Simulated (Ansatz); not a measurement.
Reaction: C2H5Cl (SMILES CCCl) → C2H5 (SMILES [CH2]C, doublet) + Cl (doublet) (the C-Cl bond breaks)
Each species at its own B3LYP-D3(BJ)/def2-TZVP minimum (Ansatz, a first-principles code).

Wanted: bond dissociation energy (electronic), in kJ/mol. Radicals and triplets start from unrestricted determinants; spin-orbit coupling is neglected. CBS(X,Y): correlation extrapolated as X^-3, Hartree-Fock from the larger set. A bracket is a step between two methods taken in the basis named. The functionals are non-relativistic, so their misses hold any scalar relativity. '+ core + X2C': CCSD(T) terms for core correlation (cc-pwCVTZ, 1s frozen past Ne) and scalar relativity (cc-pVTZ-DK).

CCSD(T)/CBS(cc-pV(T+d)Z,cc-pV(Q+d)Z) + [CCSDT(Q) - CCSD(T)]/cc-pV(D+d)Z + core + X2C (Ansatz) gives 372.1 kJ/mol.

Q: What does PBE/def2-TZVPD (Ansatz) give here, and how do the other levels compare?

A: PBE gives 371.5 kJ/mol, 0.6 kJ/mol below it. Differences of the others: r2SCAN/def2-TZVPD (Ansatz) -20.0; B3LYP/def2-TZVPD (Ansatz) -29.6; CCSD(T)/CBS(cc-pV(T+d)Z,cc-pV(Q+d)Z) + core + X2C (Ansatz) -0.3 kJ/mol. Nearer than PBE: CCSD(T)/CBS(cc-pV(T+d)Z,cc-pV(Q+d)Z) + core + X2C.
